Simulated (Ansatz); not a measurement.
Na₂O (the lowest singlet isomer of a short search). The state is a singlet with charge 0. Geometry PBE-D4/def2-TZVP, basis def2-TZVP, Ansatz.

Cartesian coordinates in Å:
```
Na -1.5795 1.1367 -0.0241
Na 1.7429 -0.8645 -0.0480
O -0.1635 -0.2722 0.0721
```

```
run  HOMO (eV)  LUMO (eV)
  A      -5.52       0.27
  B      -5.62      -0.16
  C      -3.38      -0.93
  D      -2.98      -1.23
  E      -2.38      -1.06
  F      -4.73      -0.47
```

HSE06 is defined as in plane-wave codes, on full-range PBE exchange. The structure comes from a short search, and lower isomers may exist.

The runs used CAM-B3LYP, HSE06, PBE0, r2SCAN, ωB97M-V, ωB97X-V. Estimate which is which.

A ωB97X-V (range-separated); B ωB97M-V (range-separated); C PBE0 (25 % exact exchange); D HSE06 (range-separated); E r2SCAN (0 % exact exchange); F CAM-B3LYP (range-separated). Exact exchange lowers occupied and raises empty levels; among semilocal functionals meta-GGAs tend to open the gap a little, and such runs are hard to tell apart. The gap grows from 1.33 eV (r2SCAN) to 5.79 eV (ωB97X-V).
